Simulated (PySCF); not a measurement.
**CH$_{3}$O, doublet: reading a ladder of total energies**

Geometry: MP2(full)/6-31G*, from the G2/97 set.

```json
{"atom": "C", "x (Å)": "-0.0048", "y (Å)": "-0.6782", "z (Å)": "0.0000"}
{"atom": "O", "x (Å)": "-0.0048", "y (Å)": "0.7078", "z (Å)": "0.0000"}
{"atom": "H", "x (Å)": "1.0592", "y (Å)": "-0.9605", "z (Å)": "0.0000"}
{"atom": "H", "x (Å)": "-0.4635", "y (Å)": "-1.0961", "z (Å)": "0.9033"}
{"atom": "H", "x (Å)": "-0.4635", "y (Å)": "-1.0961", "z (Å)": "-0.9033"}
```

Basis STO-3G; PySCF 2.14.0. Only valence electrons are correlated (noble-gas cores frozen), which leaves 13 electrons in 11 orbitals. R marks a restricted (for open shells ROHF) determinant, U an unrestricted one.

Full CI is exact within this basis and frozen core; it isn't the basis-set limit. The frozen core follows each run's orbitals, which can shift R against U totals by a few meV.

Restricted and unrestricted runs freeze slightly different cores, so steps under 0.1 kcal/mol mean nothing.

```csv
level,total energy (hartree)
UHF,-112.957673
UMP2,-113.023568
UCCSD,-113.049374
UCCSD(T),-113.050032
UCCSDT,-113.050268
full CI,-113.050308
```

Question: What is the correlation energy at full CI, and what share of it do UMP2 and UCCSD recover?

Answer: E(corr) = -113.050308 − (-112.957673) = -0.092635 hartree = -2.521 eV. UMP2: -0.065895 / -0.092635 = 71.13 %. UCCSD: -0.091701 / -0.092635 = 98.99 %.

Question: By how many kcal/mol does UCCSD(T) miss full CI (1 hartree = 627.509 kcal/mol), and which steps make up the rest?

Answer: -113.050032 − (-113.050308) = 0.000276 hartree = 0.17 kcal/mol. Steps: UCCSDT − UCCSD(T) = -0.15, full CI − UCCSDT = -0.03 kcal/mol. That is within 1 kcal/mol of the reference in this basis, which itself misses far more of the correlation at the basis-set limit.
